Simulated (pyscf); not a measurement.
Elementary routes open to H₂N–Al(Cl)–Cl + H₂ in the gas phase (singlet surface):
A. Cl–AlH–Cl + NH₃ (Al–N, H–H broken; Al–H, H–N formed)
B. H₂N–AlH–Cl + HCl (Al–Cl, H–H broken; Al–H, Cl–H formed)

Structures and frequencies: ωB97X-D3(BJ)/def2-SVP in PySCF.

Q: Rank the routes by free-energy barrier at 298 K, lowest first, for ωB97M-D3(BJ)/def2-TZVP energies (ideal gas, 1 atm, RRHO with modes under 100 cm⁻¹ raised to 100, one conformer, R ln 2 for chiral ones without a mode under 150 cm⁻¹).

A: A (28.1 kcal/mol), B (44.2 kcal/mol)

Route A is the fastest of these, ahead of the next by 16.1 kcal/mol. The most stable products are those of A (ΔG = +18.1 kcal/mol), so kinetics and thermodynamics agree. At 1200 K A is still the fastest. A: On the product side the descent ends in an adduct with a Al–N contact, 37.7 kcal/mol under the separated species and 37.1 kcal/mol under the saddle at ωB97X-D3(BJ)/def2-TZVP. B: On the product side the descent ends in an adduct with a Al–Cl contact, 7.3 kcal/mol under the separated species and 8.5 kcal/mol under the saddle at ωB97X-D3(BJ)/def2-TZVP. Only these routes are compared; each barrier is that of the saddle found, and lower ones may exist.
